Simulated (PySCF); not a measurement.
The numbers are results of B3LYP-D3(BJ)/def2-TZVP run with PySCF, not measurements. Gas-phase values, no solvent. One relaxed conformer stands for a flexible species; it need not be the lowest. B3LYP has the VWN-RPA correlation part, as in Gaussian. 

Reference species (SMILES): `[C]#N` (neutral, multiplicity 2).

* **highest occupied spin orbital**: -10.57 eV

Changed species: `CO[C]=O` (C–O–C–O torsion 0°) (radical fragment; the reference has radical fragment).

### Question
Give the shifts of the highest occupied spin orbital.

### Answer
the highest occupied spin orbital increases by 4.03 eV, to -6.54 eV.
